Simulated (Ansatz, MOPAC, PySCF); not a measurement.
Molecule: C2H (charge 0, doublet). SMILES: [C]#C
Geometry: optimised at B3LYP-D3(BJ)/def2-TZVP (Ansatz, an electronic-structure program).

Quantity: vertical ionisation energy to the triplet, in eV. Set-up: each state is the SCF solution reached for its charge and spin; spin-orbit terms left out; 6-311+G** with 5d; frozen cores in correlated levels; dispersion terms only where a functional's name holds one; 6-31G* and kin with 6d, 5d where marked; UHF or UKS for open shells; non-relativistic. Ab initio and DFT rows: single points at B3LYP-D3(BJ) geometries (Ansatz). Semi-empirical rows: differences of heats of formation at the shared geometry for vertical values. A UHF reference is markedly spin-contaminated in at least one set, which strains HF and MP2.

```
level               program  vertical ionisation energy to the triplet (eV)
------------------  -------  ----------------------------------------------
PM6                   MOPAC                                           11.46
HF/6-311+G**         Ansatz                                           10.14
PBE/6-31G*           Ansatz                                           11.49
PBE/6-311+G**        Ansatz                                           11.70
B3LYP/STO-3G         Ansatz                                           10.76
B3LYP/3-21G          Ansatz                                           11.80
B3LYP/6-31G*         Ansatz                                           11.46
M06-2X/6-31G* (5d)    PySCF                                           11.46
MP2/6-31G*           Ansatz                                           11.01
MP2/6-311+G**        Ansatz                                           11.30
wB97M-V/def2-TZVPD   Ansatz                                           11.54
```

No value to compare with is used here. The 10 habitual levels span 10.14 (HF/6-311+G**) to 11.80 eV (B3LYP/3-21G); wB97M-V/def2-TZVPD gives 11.54.

The levels are drawn from those run, B3LYP/6-31G* more often than the rest, none by its result; runs whose electronic state is in doubt are left out.
